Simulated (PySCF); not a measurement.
PySCF input (B3PW91/6-31G* (5d)):

```python
from pyscf import gto, dft

mol = gto.M(
    atom='''
    C    -0.00233672   -0.01320033    0.40656095
    C     0.00434316   -0.80707826   -0.83785496
    C     0.00558042    0.70710030   -0.90415124
    C    -0.00965178    0.02786477    1.68743715
    H    -0.90729426   -1.32815147   -1.10616783
    H     0.91840434   -1.32918531   -1.09570815
    H     0.92166364    1.20832260   -1.19218898
    H    -0.90657413    1.20935788   -1.20266321
    H    -0.01381006    0.75153746    2.48477683
    ''',
    basis='6-31g*',
    charge=0,
    spin=1,
    verbose=4,
)

mf = dft.UKS(mol, xc='b3pw91')
mf.grids.level = 3
mf.conv_tol = 1e-9
mf.max_cycle = 100
mf.max_memory = 1500
mf.kernel()
if not mf.converged:
    mf = mf.newton()
    mf.kernel(mf.make_rdm1())
mo, _, stable, _ = mf.stability(return_status=True)
if not stable:
    mf.kernel(mf.make_rdm1(mo, mf.mo_occ))
    stable = mf.stability(return_status=True)[2]
mf.dip_moment()
```

Output:

```
PySCF version 2.14.0

[INPUT] verbose = 4
[INPUT] num. atoms = 9
[INPUT] num. electrons = 29
[INPUT] charge = 0
[INPUT] spin (= nelec alpha-beta = 2S) = 1
[INPUT] symmetry False subgroup None
[INPUT] Mole.unit = angstrom
[INPUT] Symbol           X                Y                Z      unit          X                Y                Z       unit  Magmom
[INPUT]  1 C     -0.002336720000  -0.013200330000   0.406560950000 AA   -0.004415760830  -0.024945008454   0.768288848443 Bohr   0.0
[INPUT]  2 C      0.004343160000  -0.807078260000  -0.837854960000 AA    0.008207382915  -1.525156872491  -1.583316406508 Bohr   0.0
[INPUT]  3 C      0.005580420000   0.707100300000  -0.904151240000 AA    0.010545465460   1.336225909598  -1.708598218786 Bohr   0.0
[INPUT]  4 C     -0.009651780000   0.027864770000   1.687437150000 AA   -0.018239220815   0.052656783824   3.188794065917 Bohr   0.0
[INPUT]  5 H     -0.907294260000  -1.328151470000  -1.106167830000 AA   -1.714537665790  -2.509842530238  -2.090354246504 Bohr   0.0
[INPUT]  6 H      0.918404340000  -1.329185310000  -1.095708150000 AA    1.735532674212  -2.511796204695  -2.070588315954 Bohr   0.0
[INPUT]  7 H      0.921663640000   1.208322600000  -1.192188980000 AA    1.741691858570   2.283398784122  -2.252910660925 Bohr   0.0
[INPUT]  8 H     -0.906574130000   1.209357880000  -1.202663210000 AA   -1.713176817316   2.285355179785  -2.272704086990 Bohr   0.0
[INPUT]  9 H     -0.013810060000   0.751537460000   2.484776830000 AA   -0.026097231164   1.420199971751   4.695547689365 Bohr   0.0

nuclear repulsion = 102.458906132757
number of shells = 34
number of NR pGTOs = 128
number of NR cGTOs = 66
basis = 6-31g*
ecp = {}

******** <class 'pyscf.dft.uks.UKS'> ********
method = UKS
initial guess = minao
damping factor = 0
level_shift factor = 0
DIIS = <class 'pyscf.scf.diis.CDIIS'>
diis_start_cycle = 1
diis_space = 8
diis_damp = 0
SCF conv_tol = 1e-09
SCF conv_tol_grad = None
SCF max_cycles = 100
direct_scf = True
direct_scf_tol = 1e-13
number electrons alpha = 15  beta = 14
XC library pyscf.dft.libxc version 7.1.2
    S. Lehtola, C. Steigemann, M. J. T. Oliveira, and M. A. L. Marques,  SoftwareX 7, 1–5 (2018)
XC functionals = b3pw91
    A. D. Becke,  J. Chem. Phys. 98, 5648 (1993)
radial grids:
    Treutler-Ahlrichs [JCP 102, 346 (1995); DOI:10.1063/1.469408] (M4) radial grids

becke partition: Becke, JCP 88, 2547 (1988); DOI:10.1063/1.454033
pruning grids: <function nwchem_prune>
grids dens level: 3
symmetrized grids: False
atomic radii adjust function: <function treutler_atomic_radii_adjust>
small_rho_cutoff = 0
Set gradient conv threshold to 3.16228e-05
tot grids = 105512
init E= -155.717261311322
  alpha nocc = 15  HOMO = -0.203631401159487  LUMO = -0.0563396313450637
  beta  nocc = 14  HOMO = -0.310858721376522  LUMO = -0.203631401159486

WARN: HOMO -0.203631401159487 >= LUMO -0.203631401159486

cycle= 1 E= -155.189527693803  delta_E= 0.528  |g|= 0.212  |ddm|= 2.02
  alpha nocc = 15  HOMO = -0.143477701743849  LUMO = 0.0724883429780907
  beta  nocc = 14  HOMO = -0.197335972289897  LUMO = -0.0169497759227641
  HOMO = -0.143477701744  LUMO = -0.0169497759228  gap/eV = 3.44300
cycle= 2 E= -155.199313212171  delta_E= -0.00979  |g|= 0.191  |ddm|= 0.521
  alpha nocc = 15  HOMO = -0.201779804299517  LUMO = 0.0268513042709775
  beta  nocc = 14  HOMO = -0.259057093620737  LUMO = -0.0663367069353233
  HOMO = -0.2017798043  LUMO = -0.0663367069353  gap/eV = 3.68559
cycle= 3 E= -155.22047610838  delta_E= -0.0212  |g|= 0.0258  |ddm|= 0.296
  alpha nocc = 15  HOMO = -0.203760347642194  LUMO = 0.03073279272509
  beta  nocc = 14  HOMO = -0.255694527028274  LUMO = -0.0611558094733007
  HOMO = -0.203760347642  LUMO = -0.0611558094733  gap/eV = 3.88047
cycle= 4 E= -155.220813373085  delta_E= -0.000337  |g|= 0.0207  |ddm|= 0.0467
  alpha nocc = 15  HOMO = -0.203416407156313  LUMO = 0.0310110604120433
  beta  nocc = 14  HOMO = -0.255998838466449  LUMO = -0.0570203275295191
  HOMO = -0.203416407156  LUMO = -0.0570203275295  gap/eV = 3.98364
cycle= 5 E= -155.221070868388  delta_E= -0.000257  |g|= 0.00896  |ddm|= 0.0252
  alpha nocc = 15  HOMO = -0.205146567764892  LUMO = 0.0306932660114878
  beta  nocc = 14  HOMO = -0.256643790361515  LUMO = -0.0569359540852683
  HOMO = -0.205146567765  LUMO = -0.0569359540853  gap/eV = 4.03302
cycle= 6 E= -155.221146881885  delta_E= -7.6e-05  |g|= 0.00445  |ddm|= 0.0182
  alpha nocc = 15  HOMO = -0.205184485791404  LUMO = 0.0310339798385693
  beta  nocc = 14  HOMO = -0.256205786988958  LUMO = -0.0562313883489316
  HOMO = -0.205184485791  LUMO = -0.0562313883489  gap/eV = 4.05322
cycle= 7 E= -155.221172143457  delta_E= -2.53e-05  |g|= 0.0019  |ddm|= 0.0074
  alpha nocc = 15  HOMO = -0.205280190743995  LUMO = 0.0312545540919267
  beta  nocc = 14  HOMO = -0.256235019356708  LUMO = -0.0558393374928565
  HOMO = -0.205280190744  LUMO = -0.0558393374929  gap/eV = 4.06649
cycle= 8 E= -155.221185888259  delta_E= -1.37e-05  |g|= 0.000618  |ddm|= 0.00859
  alpha nocc = 15  HOMO = -0.205368942357774  LUMO = 0.0313135538991332
  beta  nocc = 14  HOMO = -0.256261153637155  LUMO = -0.0558549850130645
  HOMO = -0.205368942358  LUMO = -0.0558549850131  gap/eV = 4.06848
cycle= 9 E= -155.221187757761  delta_E= -1.87e-06  |g|= 0.000283  |ddm|= 0.00393
  alpha nocc = 15  HOMO = -0.205344907076956  LUMO = 0.0313355437764757
  beta  nocc = 14  HOMO = -0.256234126438751  LUMO = -0.0558353118890897
  HOMO = -0.205344907077  LUMO = -0.0558353118891  gap/eV = 4.06836
cycle= 10 E= -155.221187824176  delta_E= -6.64e-08  |g|= 0.000125  |ddm|= 0.000564
  alpha nocc = 15  HOMO = -0.205346743472372  LUMO = 0.0313353399763279
  beta  nocc = 14  HOMO = -0.256238299807886  LUMO = -0.0558361341432487
  HOMO = -0.205346743472  LUMO = -0.0558361341432  gap/eV = 4.06839
cycle= 11 E= -155.221187838513  delta_E= -1.43e-08  |g|= 2.32e-05  |ddm|= 0.000282
  alpha nocc = 15  HOMO = -0.205348349890032  LUMO = 0.0313364865276133
  beta  nocc = 14  HOMO = -0.256237359785138  LUMO = -0.0558365527612761
  HOMO = -0.20534834989  LUMO = -0.0558365527613  gap/eV = 4.06842
cycle= 12 E= -155.221187839142  delta_E= -6.3e-10  |g|= 7.76e-06  |ddm|= 5.92e-05
  alpha nocc = 15  HOMO = -0.205349595368527  LUMO = 0.0313344783902059
  beta  nocc = 14  HOMO = -0.25623959011219  LUMO = -0.0558367375428648
  HOMO = -0.205349595369  LUMO = -0.0558367375429  gap/eV = 4.06845
Extra cycle  E= -155.221187839138  delta_E= 4.15e-12  |g|= 1.06e-05  |ddm|= 2.2e-05
converged SCF energy = -155.221187839138  <S^2> = 0.76385293  2S+1 = 2.0138053
uhf_internal: lowest eigs of H = [0.21499942 0.22693741 0.32903022]
<class 'pyscf.dft.uks.UKS'> wavefunction is stable in the internal stability analysis
Dipole moment(X, Y, Z, Debye):  0.00575,  0.54614, -0.94935
```
